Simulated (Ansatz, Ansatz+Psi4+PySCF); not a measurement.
```xyz
3

B     0.0000    0.0000   -1.4000
N     0.0000    0.0000    0.0000
B     0.0000    0.0000    1.2400
```

Basis set: cc-pVTZ (spherical functions). Left uncorrelated: 3 orbitals. Correlation on ROHF uses semicanonical orbitals with singles. Charge 0, multiplicity 2.

Computed with Ansatz (development build ahead of 0.2.0); each method stands on the lowest determinant of its kind that the runs found.

The atomization energy at this shape (free ground-state atoms in the same class of orbitals less the molecule, no zero-point energy) of doublet B2N:

```json
{"method": "ROHF-CCSD", "atomization energy": "234.67 kcal/mol"}
{"method": "ROHF-MP2", "atomization energy": "258.26 kcal/mol"}
{"method": "UHF-MP2", "atomization energy": "256.56 kcal/mol"}
{"method": "UHF", "atomization energy": "175.51 kcal/mol"}
```

**Question.** What does ROHF-CCSD(T) give?

**Answer.** 243.29 kcal/mol. Caution for UHF-MP2: another reference gives a lower total; large amplitudes, a single reference is doubtful. Caution for UHF-MP2, UHF: the determinant breaks the point group; the unrestricted determinant is spin contaminated.
